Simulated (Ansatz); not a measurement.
**How far a parabola holds: energy against volume of bcc Nb**

We consider bcc Nb, described by PBE (plane waves, PAW; Ansatz, a quantum-chemistry and plane-wave program). Numerical settings: plane-wave cutoff 520 eV, 24×24×24 k mesh, Fermi–Dirac smearing 0.05 eV, no spin polarisation, scalar-relativistic PAW data made under PBE. The cell has no free parameter but its volume, all volumes share cutoff and mesh, and the runs aren't spin-polarised. Energies are free energies at the run's smearing, counted from the lowest row; static lattice.

```csv
V (Å³/atom),E (meV/atom)
17.405,16.39
17.768,3.99
18.130,0.00
18.493,3.67
18.856,14.30
19.218,?
```

Taking a parabola for E over the 5 complete rows: With u = V - 18.1, the rows have u = -0.6950, -0.3320, 0.0300, 0.3930, 0.7560. Least squares gives E = 0.064 - 3.0193·u + 29.1553·u². Residuals (row less fit): 0.145, -0.290, 0.000, 0.290, -0.145; standard error 0.324 (degrees of freedom: 2). The fitted curve has its minimum at V = 18.2, where E = -0.01. Its curvature is d²E/dV² = 2 × 29.1553 meV/Å⁶, so B = V0·d²E/dV² × 0.1602 = 170 GPa.

### Question
Estimate the missing E (V = 19.218); what did the run itself give?

### Answer
u = 1.1180, so E = 0.064 - 3.0193 × 1.1180 + 29.1553 × 1.1180² = 33.130 meV/atom. The calculation gives 31.27 meV/atom, 1.860 meV/atom below the prediction (5.9 % of the range of E in the table). The row lies outside the fitted rows, so this is an extrapolation. From the scatter of the fitted rows alone, a prediction at this place has a standard error of 0.766 meV/atom, so the miss is 2.4 times that.

The residuals are curvature that a parabola lacks, not noise. A solid that stiffens under compression and softens on expansion lies above the parabola at the compressed end and under it at the expanded end, as this row does. A third-order Birch-Murnaghan fit to the whole scan has B0 = 169 GPa. Only scans are tabulated whose curvature falls smoothly with volume, and where the parabola meets the shown rows within 5 % of their range and misses the end by 0.1 meV or more.

Measured, for comparison: bulk modulus 173 GPa (0 K value with the zero-point phonon effect removed; as tabulated in Mejia-Rodriguez and Trickey (2018), arXiv:1807.09216). Computed less measured: bulk modulus -2.3 %.
